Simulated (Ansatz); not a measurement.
Relaxed structures of CH$_{5}$OSi (charge +1), closed shell (PBE0-D4/def2-TZVP; forces vanish, vibrations not checked; lower isomers may exist, and structures with a doubtful reference or unclear bonds are left out; Å). Program: Ansatz 0.2.0. Basis: def2-TZVPP. Cores are frozen in the correlated methods.

(1) Rank them by CCSD(T) energy, lowest first, and give each one's height above the lowest. Links in brackets join atoms within 1.22 times the sum of their covalent radii (1.1 for two metals). (Judge from chemistry; the value comes from the calculation.)
A.
CH₅OSi ([OH2][CH2][SiH]), total charge +1
```
8
angstrom
C -0.3762 0.2983 -0.4589
O -0.2270 0.8962 0.9352
Si 0.0754 -1.5800 -0.5629
H -1.4230 0.4412 -0.7493
H 0.2503 0.9410 -1.0801
H -0.7959 1.6540 1.1613
H 0.1388 -1.6224 0.9756
H -0.2574 0.1892 1.6106
```
B.
CH₅OSi ([CH2]1[OH][SiH2]1), total charge +1
```
8
angstrom
C -0.6070 0.3511 -0.6312
O -0.2288 0.5546 0.8391
Si 0.5306 -0.8834 0.0795
H -1.6803 0.2055 -0.6860
H -0.2198 1.1531 -1.2524
H 0.2193 1.3907 1.0434
H 0.0153 -2.0957 0.7235
H 1.9708 -0.6758 -0.1159
```
C.
CH₅OSi ([CH2][SiH][OH2]), total charge +1
```
8
angstrom
C -1.1782 0.6141 -0.8045
O 1.0349 -0.8064 0.4500
Si -0.0511 0.6394 0.4289
H -1.9002 1.4233 -0.8605
H -1.2632 -0.1596 -1.5582
H 0.4435 1.4099 1.5708
H 0.8925 -1.5631 -0.1416
H 1.9150 -0.8302 0.8581
```

No T1 diagnostic of these runs exceeds 0.013. The restricted Hartree–Fock reference is unstable towards an unrestricted one at one or more of these structures.

## Answers

(1) Computed: B (0.00 kcal/mol), C (8.90 kcal/mol), A (39.22 kcal/mol). Heights count from the lowest.

For scale, one of the runs: CCSD(T)/def2-TZVPP, 174 basis functions, launched by `ansatz run in.yaml --threads 2 --pin off --events-out ev --progress --plain --max-ram 4352MiB`. Time: 30 s of wall clock on 2 CPU threads of an Arm Neoverse V1; the host was shared. Peak host memory: 1.5 GiB.
